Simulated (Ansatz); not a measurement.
How close CCSD(T) comes to the exact answer in a basis

Each species is computed at the geometry given (Å), with frozen cores, in Ansatz 0.2.0: RHF-CCSD(T) for singlets, UHF-CCSD(T) otherwise, and full CI in the same basis. The program picks the determinant by a search with trial CCSD, so it needn't be the lowest Hartree–Fock solution. States: HBMg singlet A', AlLi singlet Σ⁺, HAl–BeH doublet A, CH quartet Σ⁻ or Δ. Cases whose determinant has another symmetry than full CI's state, or lies over 0.5 eV above the lowest of its kind, whose (Q) step broke down or whose higher cluster runs on it stay over 0.1 eV above full CI weren't drawn.

Q: Judging by size, spin and bonding and the diagnostics given, rank them by the size of CCSD(T)'s error in total energy against full CI in the same basis, smallest first (an estimate).
A. AlLi, singlet, aug-cc-pVTZ: Al 0.000 0.000 0.000; Li 0.000 0.000 2.635. T1 0.019, (T) -85 meV in a correlation energy of -2.40 eV
B. HAl–BeH, doublet, 6-31G: Al 0.006 -0.094 0.612; Be 0.006 0.139 -1.695; H 0.006 0.992 1.791; H -0.237 0.272 -3.011. T1 0.019, (T) -32 meV in a correlation energy of -1.90 eV
C. HBMg, singlet, cc-pVDZ: B 0.000 -0.196 1.588; Mg 0.000 0.039 -0.796; H 0.000 1.178 2.160. T1 0.041, (T) -177 meV in a correlation energy of -3.97 eV
D. CH, quartet, cc-pVTZ: C 0.000 0.000 0.000; H 0.000 0.000 0.869. T1 0.015, (T) -50 meV in a correlation energy of -2.50 eV

A: D (7.4 meV), B (19.0 meV), A (30.6 meV), C (46.6 meV).

```
         species        basis  correlated electrons  CCSD(T) − full CI (meV)  CCSDT(Q) − full CI (meV)  unpaired electrons (full CI)     T1  ⟨S²⟩ of the determinant
     CH, quartet      cc-pVTZ                     5                      7.4                      -2.4                          3.01  0.015                     3.75
HAl–BeH, doublet        6-31G                     7                     19.0                       0.5                          1.04  0.019                     0.76
   AlLi, singlet  aug-cc-pVTZ                     4                     30.6                       2.9                          0.31  0.019                     0.00
   HBMg, singlet      cc-pVDZ                     6                     46.6                       0.7                          0.47  0.041                     0.00
```

Unpaired electrons are Σ n²(2−n)² over natural occupations; an open shell counts its own unpaired electrons too. Frozen cores follow each run's orbitals, which moves totals by a few meV. RHF is unstable for HBMg, singlet in cc-pVDZ: UHF reaches ⟨S²⟩ = 0.86. RHF is unstable for AlLi, singlet in aug-cc-pVTZ: UHF reaches ⟨S²⟩ = 0.95.
